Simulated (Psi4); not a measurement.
# BF (SMILES [B]F): PBE0/aug-cc-pVDZ (sweep point 1)

Wanted: a geometry optimisation of BF. The job is set up through a Python script.

Program for the calculation: Psi4 1.11.

1 further run of the same task is left out (set aside as unsound or not needed).

### Step 1. The system as given

BF has 2 atoms, charge 0, and is taken as a singlet. SMILES: `[B]F`. The shape is that of a PBE0-D4/def2-TZVP optimisation. The run starts from this shape.

Bond lengths: B1–F2 1.263 Å.

### Step 2. A geometry optimisation at PBE0/aug-cc-pVDZ (sweep point 1)

run.py

```python
import psi4

psi4.set_memory(1600000000)
psi4.set_num_threads(1)
psi4.set_output_file('bf.out', False)

m = psi4.geometry("""
B      0.00000000     0.00000000    -0.01766894
F      0.00000000     0.00000000     2.36922523
units bohr
symmetry c1
""")

options = {'puream': True, 'scf_type': 'pk', 'dft_radial_points': 99, 'dft_spherical_points': 590, 'g_convergence': 'gau_tight', 'geom_maxiter': 50}
psi4.set_options(options)

e, wfn = psi4.optimize("pbe0/aug-cc-pVDZ", return_wfn=True)
print(f'total energy {e:.8f} hartree = {e * 27.211386:.5f} eV')
print(m.to_string(dtype='xyz', units='Angstrom'))
```

The run is started by

```sh
$ python run.py
```

bf.out:

```text
[...]
  Running in c1 symmetry.
[...]
  Nuclear repulsion =   18.852951490513714
[...]
  Multiplicity = 1
[...]
  Nalpha       = 7
  Nbeta        = 7
[...]
    Number of basis functions: 46
[...]
   @RKS iter   1:  -124.50673585819415   -4.29034e-01   6.38401e-03 ADIIS/DIIS
[...]
   @RKS iter   4:  -124.53634143835099   -1.87583e-12   9.05442e-09 DIIS
[...]
    Orbital Energies [Eh]
    ---------------------
    Doubly Occupied:
       1A    -24.876157     2A     -6.911286     3A     -1.331564
       4A     -0.640385     5A     -0.543351     6A     -0.543351
       7A     -0.298800
[...]
  @RKS Final Energy:  -124.53634143835099
   => Energetics <=
    Nuclear Repulsion Energy =             18.5005503979508283
    One-Electron Energy =                -208.0626653011826761
    Two-Electron Energy =                  75.8433787927879024
    DFT Exchange-Correlation Energy =     -10.8176053279070512
    Empirical Dispersion Energy =           0.0000000000000000
    VV10 Nonlocal Energy =                  0.0000000000000000
    Total Energy =                       -124.5363414383509877
[...]
 Multipole Moments:
 ------------------------------------------------------------------------------------
     Multipole            Electronic (a.u.)      Nuclear  (a.u.)        Total (a.u.)
 ------------------------------------------------------------------------------------
 L = 1.  Multiply by 2.5417464519 to convert [e a0] to [Debye]
 Dipole X            :         -0.0000000            0.0000000           -0.0000000
 Dipole Y            :         -0.0000000            0.0000000           -0.0000000
 Dipole Z            :          0.0179022            0.3316670            0.3495692
 Magnitude           :                                                    0.3495692
[...]
  -Total Gradient:
     Atom            X                  Y                   Z
    ------   -----------------  -----------------  -----------------
       1       -0.000000000000     0.000000000000     0.000002394122
       2       -0.000000000000     0.000000000000    -0.000005312438
[...]
    Final optimized geometry and variables:
    Molecular point group: c1
    Full point group: C_inf_v
    Geometry (in Bohr), charge = 0, multiplicity = 1:
    B            0.000000000000     0.000000000000    -1.539969543131
    F            0.000000000000     0.000000000000     0.892390523572
[...]
```

Standard output:

```text
Optimizer: Optimization complete!
total energy -124.53634144 hartree = -3388.80646 eV
2
0 1 BF
B                     0.000000000000     0.000000000000    -0.814916787351
F                     0.000000000000     0.000000000000     0.472232728092
```

Wall time 19 s (1 thread of Intel Xeon at 2.70GHz, shared host); peak memory 0.43 GiB.

The path in brief:

```
step  energy from the first frame kept (eV)  largest force (eV/Å)
   0                                 0.0000                1.1461
   1                                -0.0116                0.4101
   2                                -0.0134                0.0315
   3                                -0.0134                0.0026
   4                                -0.0134                0.0003
```

After the run. Bond lengths: B1–F2 1.287 Å.

### Step 3. What came out

Level: PBE0/aug-cc-pVDZ (sweep point 1).

```
               quantity          value
total energy at the end  -124.53634 Eh
          dipole moment         0.89 D
            HOMO energy       -8.13 eV
            LUMO energy       -1.24 eV
          HOMO–LUMO gap        6.89 eV
            bond length        1.287 Å
```

In words: At the final geometry: Bond lengths: B1–F2 1.287 Å. The optimisation took 5 steps and changed the energy by -0.013 eV.
